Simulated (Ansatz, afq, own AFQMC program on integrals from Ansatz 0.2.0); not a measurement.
## Where AFQMC and coupled cluster stand for MoNH₂⁺, singlet

```csv
atom,x (Å),y (Å),z (Å)
Mo,0.0000,0.0000,0.2753
N,0.0000,0.0000,-1.5745
H,0.0000,0.8341,-2.1638
H,0.0000,-0.8341,-2.1638
```

Connectivity, by distances: Mo–NH2.

Basis def2-TZVP with its core potentials. Only valence electrons are correlated. Ansatz 0.2.0 and our own AFQMC program on the same integrals; the CISD trial comes from CCSD amplitudes, and released means the phaseless constraint is let go. ± is one standard error of the sampling. No spin–orbit coupling. The metal's outer-core s and p shells are frozen, which shifts wave-function levels against functionals.

Determinant: RHF, the one that the program's search chose, which needn't be the lowest solution. The geometry is a PBE0/def2-TZVP stationary point of this or a neighbouring charge and spin state.

No full CI on the walks' own integrals is used here; CCSDT(Q) serves as the reference and is uncertain by about the last step of the cluster series.

Cautions: no spin-orbit coupling; outer-core shells of the metal frozen; another spin lies lower (by 833 meV); restricted determinant unstable towards unrestricted (UHF 1.18 eV lower, ⟨S²⟩ 1.90); the released energies are still falling, so no released level is given (meV from the phaseless value at times in 1/Eh: -28 ± 9 at 0.60, -41 ± 10 at 1.20, -74 ± 18 at 2.00, -46 ± 33 at 3.00, -52 ± 81 at 4.20).

```
T1 diagnostic                               : 0.0323
weight of the determinant in the CISD state : 0.844
size of the correlated space                : 12 electrons in 78 orbitals
```

Reference: CCSDT(Q), correlation energy -9.737 eV.

```json
{"level": "HF", "E − E(reference) (mEh)": "357.84", "share of correlation (%)": "0.00"}
{"level": "MP2", "E − E(reference) (mEh)": "37.62", "share of correlation (%)": "89.49"}
{"level": "CCSD", "E − E(reference) (mEh)": "21.07", "share of correlation (%)": "94.11"}
{"level": "CCSD(T)", "E − E(reference) (mEh)": "3.55", "share of correlation (%)": "99.01"}
{"level": "CCSDT", "E − E(reference) (mEh)": "1.70", "share of correlation (%)": "99.52"}
{"level": "ph-AFQMC/HF", "E − E(reference) (mEh)": "-7.90 ± 2.12", "share of correlation (%)": "102.21"}
{"level": "ph-AFQMC/CISD", "E − E(reference) (mEh)": "1.36 ± 0.34", "share of correlation (%)": "99.62"}
```

A walk keeps the symmetry of its determinant, which the program's search chose and which needn't be the lowest solution, so a lower state of the same spin and another symmetry isn't excluded.
